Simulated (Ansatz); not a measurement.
Computed with Ansatz on PBE0-D4/def2-TZVP structures; ΔE is electronic, products minus reactants. CCSD(T)/CBS is the MP2 limit (def2-TZVPP, def2-QZVPP) plus CCSD(T) − MP2 in def2-TZVPP, frozen cores. DFT in def2-TZVPP. Each species was taken in one conformer, which may not be the lowest.

Consider the isomerisation: `C=C(F)C(=C)F` → `F[C@@H]1C=C[C@H]1F`.

```csv
level,ΔE (kJ/mol),difference from CCSD(T)/CBS
LDA (SPW92),41.9,2.6
BHLYP-D4,50.4,11.1
ωB97X-V,30.7,-8.6
ωB97M-V,39.7,0.4
PBE,47.6,8.3
r2SCAN,56.0,16.7
PBE0,36.7,-2.6
CAM-B3LYP,50.0,10.7
CCSD(T)/def2-TZVPP,41.8,2.5
MP2/def2-QZVPP,32.8,-6.5
CCSD(T)/CBS,39.3,0
```

Largest T1 diagnostic among the species: 0.012.

In def2-TZVPP, CCSD(T) changes the Hartree–Fock value by −5.7 kJ/mol (the triples alone add +2.3 kJ/mol) and MP2 by −13.3 kJ/mol. At CCSD(T), def2-SVP lies +8.9 kJ/mol from the extrapolated value and def2-TZVPP +2.5 kJ/mol. From r2SCAN to r2SCAN0 (25 % exact exchange), in def2-TZVPP and without D4, ΔE moves by −11.5 kJ/mol.
